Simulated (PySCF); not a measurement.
# Level sweep

Species: CH2PH, CH3P.
SMILES: `C=P`

PySCF, dipoles from the SCF density, polarisabilities from static response with core orbitals frozen. Isolated species at its PBE0-D3(BJ)/def2-SVP geometry, gas phase.

Question: Which levels come closest to the reference values?

Answer: 

| level | μ (D) | error (%) | α (Å³) | error (%) | anisotropy (Å³) |
| --- | --- | --- | --- | --- | --- |
| PBE0/6-31+G* | 1.097 | +25.4 | 5.34 | -11.9 | 3.37 |
| PBE0/def2-SVP | 1.012 | +15.7 | 4.68 | -22.8 | 3.48 |
| PBE0/aug-cc-pVDZ | 0.997 | +13.9 | 6.12 | +0.9 | 2.70 |
| PBE0/def2-TZVP | 0.937 | +7.1 | 5.48 | -9.5 | 3.33 |
| PBE0/def2-TZVPD | 0.927 | +6.0 | 6.12 | +1.0 | 2.66 |
| PBE0/aug-cc-pVTZ | 0.954 | +9.0 | 6.19 | +2.2 | 2.62 |

Reference dipole: 0.875 D (computed, CCSD(T)/CBS, all electrons, equilibrium geometry, gas; Hait, Head-Gordon, J. Chem. Theory Comput. 14 (2018) 1969). Reference polarisability: 6.060 Å³ (computed, CCSD(T)/CBS, static electronic, isotropic average, equilibrium geometry, gas; Hait, Head-Gordon, Phys. Chem. Chem. Phys. 20 (2018) 19800). The anisotropy is √(½[(α1 − α2)² + (α2 − α3)² + (α3 − α1)²]). For the dipole, the smallest error is 6.0% (PBE0/def2-TZVPD) and the largest 25.4% (PBE0/6-31+G*). For the polarisability, the smallest error is 0.9% (PBE0/aug-cc-pVDZ) and the largest 22.8% (PBE0/def2-SVP). The dipole runs from 0.93 D (PBE0/def2-TZVPD) to 1.10 D (PBE0/6-31+G*). With PBE0 the polarisability is 5.08 Å³ without diffuse functions (mean of def2-SVP and def2-TZVP) and 5.94 Å³ with them (mean of 6-31+G*, aug-cc-pVDZ, def2-TZVPD and aug-cc-pVTZ).
